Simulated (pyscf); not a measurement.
Optimised with ωB97X-D3(BJ)/def2-SVP in PySCF. Correlated levels are frozen-core, on RHF or UHF. ΔMP2 is the change of the MP2 total energy from the triple- to the quadruple-zeta basis.

SMILES: ClCF
```xyz
5

F      0.8508     0.8109    -0.4018
C      0.7115    -0.4333     0.1105
Cl     0.6884    -0.3861     1.8821
H     -0.2425    -0.8659    -0.2251
H      1.5644    -1.0561    -0.1965
```
Charge 0, spin multiplicity 1.

Problem. List the bond dissociation enthalpies at 298 K of F–CH₂–Cl (SMILES FCCl) from CCSD(T)/def2-TZVPP + ΔMP2(QZVPP), from the weakest bond up.

Solution. C–Cl to •H₂C–F + Cl•: 84.2 kcal/mol; C–H to F–CH•–Cl + H•: 98.9 kcal/mol; C–F to F• + •H₂C–Cl: 108.7 kcal/mol. Ring and multiple bonds, and those that leave no two simple radicals, are not listed. The CCSD(T) − MP2 part came from Ansatz, without density fitting, on the same reference. Left out: the spin-orbit lowering of Cl, F.
